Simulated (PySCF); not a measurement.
## Vertical excitation energies

Compound: C₅H₅N.
InChI=1S/C5H5N/c1-4-5(2)6-3/h1H,2-3H2

Level of theory: TDDFT wB97X-D/def2-SVPD, vertical, gas phase, core orbitals frozen in the response (PySCF). The structure is a single PBE0-D3(BJ)/def2-SVP conformer in the gas phase; no vibrational or solvent corrections. Torsions of this conformer, `[CH:1]#[C:2][C:3](=[CH2:4])[N:5]=[CH2:6]`: C2–C3–N5–C6 0°.

Task: List the vertical singlet excitations with oscillator strengths and describe the spectrum.

Result: 

```tsv
state	E (eV)	λ (nm)	ν̃ (cm⁻¹)	f	symmetry	main configurations (H = HOMO, L = LUMO)
S1	4.52	274.3	36450	0.0003	–	H-1→L (88%), H-1→L+1 (9%)
S2	5.47	226.5	44140	0.337	A′	H→L (91%)
S3	5.67	218.6	45750	0.0000	–	H-2→L (73%), H-2→L+1 (16%)
S4	6.17	201.0	49740	0.100	A′	H→L+1 (80%)
S5	6.18	200.7	49840	0.0002	–	H→L+3 (49%), H→L+2 (32%), H-3→L+3 (8%)
S6	6.44	192.6	51910	0.0015	–	H-1→L+1 (83%)
S7	6.71	184.7	54140	0.179	A′	H-3→L (82%), H→L+1 (9%)
S8	7.09	174.9	57170	0.0001	–	H-2→L+1 (78%), H-2→L (16%)
S9	7.29	170.0	58820	0.0027	A″	H→L+2 (51%), H→L+3 (30%), H→L+4 (8%)
S10	7.57	163.9	61030	0.113	A′	H-3→L+1 (44%), H-2→L+2 (11%), H-2→L+3 (9%)
```

Triplets (Tamm–Dancoff): T1 3.13 eV, H→L (89%); T2 4.03 eV, H-1→L (75%), H-1→L+1 (20%); T3 4.68 eV, H→L+1 (54%), H-3→L (32%); T4 5.37 eV, H-2→L (52%), H-2→L+1 (20%).

The lowest singlet comes at 274 nm (436 kJ/mol) in the ultraviolet; it is dark (f under 0.0005); its leading configuration is HOMO-1→LUMO (88%). The strongest level in the table is S2 at 5.47 eV (227 nm, f = 0.337). Löwdin shares by element: HOMO carbon 78% or more (atoms not listed hold the other 22%); LUMO carbon 63% or more, nitrogen 12% (atoms not listed hold the other 25%). Weighted by f, the mean energy of these states is 6.20 eV. Of the 10 states listed, 4 reach f = 0.01 and 4 stay under 0.0005. The oscillator strengths of these states sum to 0.734; summed over the whole spectrum of an exact calculation they would give the number of electrons, 42 (Thomas–Reiche–Kuhn). All these states lie below the vertical ionisation energy of 9.10 eV (ΔSCF). Symmetry labels in Cs follow from the direction of the transition dipole and are given only for states with f of 0.002 or more. Only the lowest 10 singlets were computed, as vertical energies without vibronic structure.
